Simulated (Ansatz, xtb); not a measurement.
# C2H3B: which of two isomers lies lower

Structure a: `B1C=C1`, a singlet. Structure b: `BC#C`, a singlet. Both are isolated molecules in the gas phase, relaxed with B3LYP-D3(BJ)/def2-SVP.

Q: Estimate which is lower in electronic energy at CCSD(T)/def2-TZVPP, and by roughly how much.

A: The CCSD(T)/def2-TZVPP calculation puts structure a lower, by 0.365 eV.

The same difference at several levels:

```json
{"level": "GFN2-xTB", "geometry": "GFN2-xTB", "E(b) − E(a) (eV)": "−0.239", "departure from the last row (eV)": "−0.604", "job, with rough time for the two": "optimisation, 0.12 s"}
{"level": "HF/STO-3G", "geometry": "GFN2-xTB", "E(b) − E(a) (eV)": "+0.571", "departure from the last row (eV)": "+0.206", "job, with rough time for the two": "single point, 0.16 s"}
{"level": "r2SCAN-D4/def2-SVP", "geometry": "GFN2-xTB", "E(b) − E(a) (eV)": "+0.697", "departure from the last row (eV)": "+0.332", "job, with rough time for the two": "single point, 2.2 s"}
{"level": "B3LYP-D3(BJ)/def2-SVP", "geometry": "B3LYP-D3(BJ)/def2-SVP", "E(b) − E(a) (eV)": "+0.510", "departure from the last row (eV)": "+0.145", "job, with rough time for the two": "optimisation, 11 s"}
{"level": "HF/def2-TZVPP", "geometry": "B3LYP-D3(BJ)/def2-SVP", "E(b) − E(a) (eV)": "+0.368", "departure from the last row (eV)": "+0.003", "job, with rough time for the two": "part of the CCSD(T) run"}
{"level": "MP2/def2-TZVPP", "geometry": "B3LYP-D3(BJ)/def2-SVP", "E(b) − E(a) (eV)": "+0.394", "departure from the last row (eV)": "+0.030", "job, with rough time for the two": "part of the CCSD(T) run"}
{"level": "CCSD(T)/def2-TZVPP", "geometry": "B3LYP-D3(BJ)/def2-SVP", "E(b) − E(a) (eV)": "+0.365", "departure from the last row (eV)": "", "job, with rough time for the two": "single point, 19 s"}
```

As drawn, b has 1 C≡C, 1 B–H in place of 1 C–B, 1 C=C, 1 C–H. Structure a has a 3-membered ring, b no ring.

GFN2-xTB puts the two in the other order. The largest departure from CCSD(T)/def2-TZVPP is that of GFN2-xTB, 0.604 eV.

With harmonic frequencies from B3LYP-D3(BJ)/def2-SVP (ideal gas, rigid rotor, one conformer each, 400 K, 1 atm): on the last row, ΔE + ΔZPE = +0.277, ΔH = +0.309, ΔG = +0.257 eV.

The correlated steps freeze 3 core orbitals. Run with Ansatz 0.2.0, xtb 6.7.1; the last row on 1 thread of Arm Neoverse V1 on a shared host.
